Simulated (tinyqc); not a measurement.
Inside a calculation. Method: CID on RHF in the sto-3g basis, frozen core, for HF, spin multiplicity 1. Computed by tinyqc, a small Python program that keeps every step (integrals from PySCF). Settings: charge = 0, multiplicity = 1, basis = sto-3g, method = RHF, frozen orbitals = 1, energy threshold = 1e-10, iteration cap = 52, orthogonalisation = symmetric, start = atomic densities, DIIS depth = 6, ci = CID. Command: `OMP_NUM_THREADS=1 python tinyqc.py 28117 28118 out.jsonl` (the two numbers bound the seeds that draw the settings). One thread of a shared host (Intel(R) Xeon(R) Processor @ 2.60GHz), about 0.2 s of CPU time with the checks. The early iterations of the SCF are left out here.

## One-electron integrals

Geometry (angstrom):

| atom | x | y | z |
|---|---|---|---|
| F | 0.000000 | 0.000000 | 0.000000 |
| H | 0.000000 | 0.000000 | 0.828000 |

Basis sto-3g: exponents (1/bohr^2) and contraction coefficients of normalised primitives:

| element | l (shell) | exponent | coefficient |
|---|---|---|---|
| F | s (1) | 166.679130 | 0.154329 |
| F | s (1) | 30.360812 | 0.535328 |
| F | s (1) | 8.216821 | 0.444635 |
| F | s (2) | 6.464803 | -0.099967 |
| F | s (2) | 1.502281 | 0.399513 |
| F | s (2) | 0.488588 | 0.700115 |
| F | p (3) | 6.464803 | 0.155916 |
| F | p (3) | 1.502281 | 0.607684 |
| F | p (3) | 0.488588 | 0.391957 |
| H | s (1) | 3.425251 | 0.154329 |
| H | s (1) | 0.623914 | 0.535328 |
| H | s (1) | 0.168855 | 0.444635 |

Overlap, kinetic and nuclear-attraction integrals over the contracted functions; the nuclear repulsion is the sum of Za Zb / Rab.

nuclear repulsion = 5.75192621 hartree

overlap S, lower triangle:
```
           1F 1s     1F 2s    1F 2px    1F 2py    1F 2pz     2H 1s
1F 1s   1.000000
1F 2s   0.237990  1.000000
1F 2px  0.000000  0.000000  1.000000
1F 2py  0.000000  0.000000  0.000000  1.000000
1F 2pz  0.000000  0.000000  0.000000  0.000000  1.000000
2H 1s   0.060975  0.510616  0.000000  0.000000  0.377979  1.000000
```

kinetic energy T (hartree), lower triangle:
```
            1F 1s     1F 2s    1F 2px    1F 2py    1F 2pz     2H 1s
1F 1s   36.984577
1F 2s   -0.212858  1.037995
1F 2px   0.000000  0.000000  3.248015
1F 2py   0.000000  0.000000  0.000000  3.248015
1F 2pz   0.000000  0.000000  0.000000  0.000000  3.248015
2H 1s    0.008418  0.182204  0.000000  0.000000  0.350760  0.760032
```

nuclear attraction V (hartree), lower triangle:
```
             1F 1s       1F 2s      1F 2px      1F 2py      1F 2pz      2H 1s
1F 1s   -77.648683
1F 2s    -9.328909  -12.170779
1F 2px    0.000000    0.000000  -12.028648
1F 2py    0.000000    0.000000    0.000000  -12.028648
1F 2pz   -0.018468   -0.213748    0.000000    0.000000  -12.176646
2H 1s    -2.471292   -4.962090    0.000000    0.000000   -3.302360  -6.631647
```

core Hamiltonian H = T + V (hartree), lower triangle:
```
             1F 1s       1F 2s     1F 2px     1F 2py     1F 2pz      2H 1s
1F 1s   -40.664106
1F 2s    -9.541766  -11.132784
1F 2px    0.000000    0.000000  -8.780633
1F 2py    0.000000    0.000000   0.000000  -8.780633
1F 2pz   -0.018468   -0.213748   0.000000   0.000000  -8.928631
2H 1s    -2.462875   -4.779886   0.000000   0.000000  -2.951600  -5.871615
```

## Two-electron integrals

Functions are numbered as in S; the eight-fold symmetry (ij|kl) = (ji|kl) = (kl|ij) leaves the list below.

Two-electron integrals (ij|kl) in chemists' order, unique and non-zero (hartree):
```
(11|11) 5.403501   (21|11) 0.841920   (21|21) 0.156299   (22|11) 1.268028
(22|21) 0.292344   (22|22) 0.926167   (31|31) 0.027998   (32|31) 0.043169
(32|32) 0.204588   (33|11) 1.264502   (33|21) 0.292403   (33|22) 0.925959
(33|33) 0.997514   (41|41) 0.027998   (42|41) 0.043169   (42|42) 0.204588
(43|43) 0.053770   (44|11) 1.264502   (44|21) 0.292403   (44|22) 0.925959
(44|33) 0.889973   (44|44) 0.997514   (51|51) 0.027998   (52|51) 0.043169
(52|52) 0.204588   (53|53) 0.053770   (54|54) 0.053770   (55|11) 1.264502
(55|21) 0.292403   (55|22) 0.925959   (55|33) 0.889973   (55|44) 0.889973
(55|55) 0.997514   (61|11) 0.219884   (61|21) 0.040415   (61|22) 0.074915
(61|33) 0.074809   (61|44) 0.074809   (61|51) 0.001605   (61|52) 0.002990
(61|55) 0.075136   (61|61) 0.010553   (62|11) 0.496006   (62|21) 0.115630
(62|22) 0.401780   (62|33) 0.396371   (62|44) 0.396371   (62|51) 0.007695
(62|52) 0.057291   (62|55) 0.412229   (62|61) 0.030208   (62|62) 0.205085
(63|31) 0.012824   (63|32) 0.073235   (63|53) 0.012365   (63|63) 0.032260
(64|41) 0.012824   (64|42) 0.073235   (64|54) 0.012365   (64|64) 0.032260
(65|11) 0.309612   (65|21) 0.073193   (65|22) 0.272570   (65|33) 0.260469
(65|44) 0.260469   (65|51) 0.017189   (65|52) 0.111056   (65|55) 0.296471
(65|61) 0.020021   (65|62) 0.170484   (65|65) 0.173318   (66|11) 0.599467
(66|21) 0.142014   (66|22) 0.563219   (66|33) 0.543355   (66|44) 0.543355
(66|51) 0.013372   (66|52) 0.134283   (66|55) 0.602296   (66|61) 0.037429
(66|62) 0.347590   (66|65) 0.335771   (66|66) 0.774606
```

## Orthogonalisation

S = U s U^T; symmetric (Loewdin) form X = U s^(-1/2) U^T, so that X^T S X = 1.

eigenvalues of S: 0.350412  0.846587  1.000000  1.000000  1.118653  1.684347

X, lower triangle:
```
            1F 1s      1F 2s    1F 2px    1F 2py     1F 2pz     2H 1s
1F 1s    1.023552
1F 2s   -0.136383   1.169821
1F 2px   0.000000   0.000000  1.000000
1F 2py   0.000000   0.000000  0.000000  1.000000
1F 2pz  -0.009377   0.107155  0.000000  0.000000   1.077767
2H 1s    0.025411  -0.358099  0.000000  0.000000  -0.260709  1.221011
```

## Iteration 7 (converged): orbitals

converged F (hartree), lower triangle:
```
             1F 1s      1F 2s     1F 2px     1F 2py     1F 2pz      2H 1s
1F 1s   -25.882866
1F 2s    -6.623139  -3.066035
1F 2px    0.000000   0.000000  -0.468460
1F 2py    0.000000   0.000000   0.000000  -0.468460
1F 2pz   -0.028143  -0.140232   0.000000   0.000000  -0.432766
2H 1s    -1.719936  -1.346241   0.000000   0.000000  -0.626519  -0.750693
```

Diagonalise F' = X^T F X, C = X C', fill 5 alpha and 5 beta electrons from the bottom; D = 2 C_occ C_occ^T. Each column has its largest component positive (the first on a tie).

F' = X^T F X (hartree), lower triangle:
```
            1          2          3          4          5         6
1  -25.404485
2   -3.416734  -1.691451
3    0.000000   0.000000  -0.468460
4    0.000000   0.000000   0.000000  -0.468460
5   -0.053457   0.112311   0.000000   0.000000  -0.190818
6   -0.297566  -0.692810   0.000000   0.000000  -0.636487  0.005658
```

orbital energies (hartree): MO1 -25.892982, MO2 -1.504676, MO3 -0.610430, MO4 -0.468460, MO5 -0.468460, MO6 0.726991

coefficients C:
```
              MO1        MO2        MO3       MO4        MO5        MO6
1F 1s    0.994571  -0.245444   0.092185  0.000000   0.000000   0.095289
1F 2s    0.023744   0.908793  -0.489409  0.000000   0.000000  -0.678828
1F 2px   0.000000   0.000000   0.000000  0.821039  -0.570872   0.000000
1F 2py   0.000000   0.000000   0.000000  0.570872   0.821039   0.000000
1F 2pz   0.003748   0.121931   0.714531  0.000000   0.000000  -0.845982
2H 1s   -0.006998   0.175912   0.487588  0.000000   0.000000   1.191210
```

D after iteration 7, lower triangle:
```
            1F 1s      1F 2s    1F 2px    1F 2py    1F 2pz     2H 1s
1F 1s    2.115824
1F 2s   -0.489118   2.131980
1F 2px   0.000000   0.000000  2.000000
1F 2py   0.000000   0.000000  0.000000  2.000000
1F 2pz   0.079339  -0.477597  0.000000  0.000000  1.050872
2H 1s   -0.010376  -0.157858  0.000000  0.000000  0.739640  0.537473
```

Within a degenerate level the vectors are fixed only up to a rotation; this is one choice.

## Convergence

Stop when the energy changes by less than 1e-10 hartree and every element of the error matrix X^T (F D S - S D F) X is below 3e-06.

Course of the cycle:

| iteration | E (hartree) | change | largest element of the error matrix |
|---|---|---|---|
| 1 | -99.59125330 | - | 1.64e+00 |
| 2 | -98.52283509 | 1.07e+00 | 2.06e-01 |
| 3 | -98.54478686 | -2.20e-02 | 3.08e-02 |
| 4 | -98.54551443 | -7.28e-04 | 3.46e-03 |
| 5 | -98.54552148 | -7.05e-06 | 1.09e-04 |
| 6 | -98.54552148 | -5.01e-09 | 1.68e-06 |
| 7 | -98.54552148 | -1.24e-12 | 1.10e-08 |

PySCF RHF in the same basis = -98.54552148 hartree

Converged in 7 iterations.

## Integrals over molecular orbitals

(pq|rs) = sum C_ip C_jq C_kr C_ls (ij|kl), one index at a time.

one-electron integrals over orbitals h = C^T H C (hartree), lower triangle:
```
            1          2          3          4          5          6
1  -40.645260
2    0.692993  -9.190552
3   -0.250663   0.523322  -7.955363
4    0.000000   0.000000   0.000000  -8.780633
5    0.000000   0.000000   0.000000   0.000000  -8.780633
6   -0.261048   1.357132   1.677554   0.000000   0.000000  -6.109138
```

Two-electron integrals over orbitals (pq|rs), unique and non-zero (hartree); the lowest 1 orbital is frozen and left out:
```
(22|22) 0.860734    (32|22) 0.004036    (32|32) 0.158013    (33|22) 0.773231
(33|32) -0.067509   (33|33) 0.818476    (42|42) 0.176035    (43|42) -0.048265
(43|43) 0.055285    (44|22) 0.871978    (44|32) -0.074688   (44|33) 0.788753
(44|44) 0.997514    (52|52) 0.176035    (53|52) -0.048265   (53|53) 0.055285
(54|54) 0.053770    (55|22) 0.871978    (55|32) -0.074688   (55|33) 0.788753
(55|44) 0.889973    (55|55) 0.997514    (62|22) -0.143587   (62|32) -0.030035
(62|33) -0.052233   (62|44) -0.144499   (62|55) -0.144499   (62|62) 0.101935
(63|22) -0.132304   (63|32) 0.090241    (63|33) -0.136459   (63|44) -0.171904
(63|55) -0.171904   (63|62) 0.062487    (63|63) 0.149197    (64|42) -0.047766
(64|43) -0.009772   (64|64) 0.032754    (65|52) -0.047766   (65|53) -0.009772
(65|65) 0.032754    (66|22) 0.701217    (66|32) 0.080167    (66|33) 0.667686
(66|44) 0.659273    (66|55) 0.659273    (66|62) -0.070319   (66|63) -0.009639
(66|66) 0.720841
```

## CID: determinants and Hamiltonian

one-electron integrals dressed by the frozen orbital, h + 2 (pq|11) - (p1|1q) (hartree), lower triangle:
```
           2          3          4          5          6
2  -6.889701
3   0.265697  -5.861796
4   0.000000   0.000000  -6.282292
5   0.000000   0.000000   0.000000  -6.282292
6   0.820759   1.039105   0.000000   0.000000  -4.331267
```

energy of the frozen orbital, 2 h_11 + (11|11) = -75.92934031 hartree

Hartree-Fock energy = -98.54552148 hartree

Slater-Condon rules over spin orbitals, with the nuclear repulsion and the energy of the frozen orbital added and E(HF) subtracted on the diagonal. Only determinants linked to the reference directly or through others are kept (one block of an abelian symmetry group), so some states are absent.

Occupation strings over the orbitals (2 doubly, a alpha, b beta, 0 empty; spin orbitals ordered 1a 1b 2a 2b ...): 222220 222202 222022 220222 2ab222 2ba222 202222

H - E(HF) between determinants (hartree), lower triangle:
```
           222220     222202     222022     220222     2ab222     2ba222    202222
222220   0.000000
222202   0.032754   1.537671
222022   0.032754   0.053770   1.537671
220222   0.149197   0.055285   0.055285   1.841808
2ab222  -0.062487   0.048265   0.048265   0.165355   2.576485
2ba222   0.062487  -0.048265  -0.048265  -0.165355  -0.158013   2.576485
202222   0.101935   0.176035   0.176035   0.158013   0.093810  -0.093810  3.443910
```

## CID: roots

Diagonalise (each vector has its largest component positive (the first on a tie)); all determinants have Ms = 0, so triplets appear too. The lowest singlet root is the correlation energy.

lowest roots of this matrix, relative to E(HF) (hartree): -0.019579  1.483901  1.546041  1.794948  2.418472  2.756925  3.533324

lowest vectors:
```
           root 1     root 2     root 3     root 4
222220   0.995215   0.000000   0.006637   0.088618
222202  -0.016379   0.707107   0.691064   0.108089
222022  -0.016379  -0.707107   0.691064   0.108089
220222  -0.081776   0.000000  -0.177103   0.951661
2ab222   0.028932   0.000000  -0.022331  -0.162588
2ba222  -0.028932   0.000000   0.022331   0.162588
202222  -0.025462   0.000000  -0.111601  -0.101250
```

<S^2> of these roots: 0.000000  0.000000  0.000000  0.000000  2.000000  0.000000  0.000000

weight of the ground state by excitation level 0, 1, 2, ...: 0.990454  0.000000  0.009546
